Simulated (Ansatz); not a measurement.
# Worked example: correlation energy of H₂Ge–SH, doublet

Geometry: a point of a stretch scan, not a stationary point.

```yaml
atoms:
  - { symbol: Ge, position_ang: [0.0423, 0.0238, 0.8155] }
  - { symbol: S, position_ang: [-0.0576, -0.0882, -1.8653] }
  - { symbol: H, position_ang: [-0.8385, 1.1967, 1.3168] }
  - { symbol: H, position_ang: [-0.5311, -1.3323, 1.2854] }
  - { symbol: H, position_ang: [0.1526, 1.2277, -2.0324] }
```

Basis cc-pVDZ; Ansatz 0.2.0. Correlated methods freeze the noble-gas cores and the filled d shells of p-block atoms, which leaves 13 electrons in 41 orbitals. Prefix R: restricted or restricted open-shell reference; prefix U: unrestricted. No spin–orbit coupling is included, and no scalar relativity.

Full CI isn't at hand for all of this; UCCSDT(Q) serves as the reference, and is uncertain by about the last step of the cluster series.

Runs differ by some tens of microhartree through their thresholds and, for an open shell, their frozen cores, so steps under 0.03 kcal/mol mean nothing.

```tsv
level	total energy (hartree)
UHF	-2474.573219
UMP2	-2474.789551
UCCSD	-2474.828354
UCCSD(T)	-2474.836025
UCCSDT	-2474.837466
UCCSDT(Q)	-2474.838144
```

Problem. What is the correlation energy at UCCSDT(Q), and what share of it do UMP2 and UCCSD recover?

Solution. E(corr) = -2474.838144 − (-2474.573219) = -0.264925 hartree = -7.209 eV. UMP2: -0.216332 / -0.264925 = 81.66 %. UCCSD: -0.255135 / -0.264925 = 96.30 %.

Problem. By how many kcal/mol does UCCSD(T) miss UCCSDT(Q) (1 hartree = 627.509 kcal/mol), and which steps make up the rest?

Solution. -2474.836025 − (-2474.838144) = 0.002119 hartree = 1.33 kcal/mol. Steps: UCCSDT − UCCSD(T) = -0.90, UCCSDT(Q) − UCCSDT = -0.43 kcal/mol. Differences between like states or geometries often cancel part of this.
